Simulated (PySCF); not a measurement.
# BrMn (MnBr): the cost of one run

Programs: PySCF 2.14.0, with routines of our own; each step states its level. All values are computed. Atoms count from 0.

## 1. The system as given

2 atoms, charge 0, multiplicity 7; geometry from: GFN2-xTB.

## 2. Optimising the geometry at PBE0-D3(BJ)/def2-SVP

Job settings and geometry (Å):

```
{"job": {"xc": "PBE0", "basis": "def2-SVP", "d3": "d3bj", "grid": 1, "maxiter": 30, "shake": 0.01, "kind": "geom"}, "charge": 0, "multiplicity": 7}
Mn     1.099370    -0.028320     0.001180
Br    -1.081880    -0.000500    -0.013310
```

Launch:

```console
$ OMP_NUM_THREADS=1 python heavy_run.py task.json out
```

The driver reads the jobs from task.json and runs them one after another.

Q: Estimate the wall time and peak memory of this first job on 1 thread of Arm Neoverse N1, shared host.

About 26 s, with a peak of 0.31 GiB.
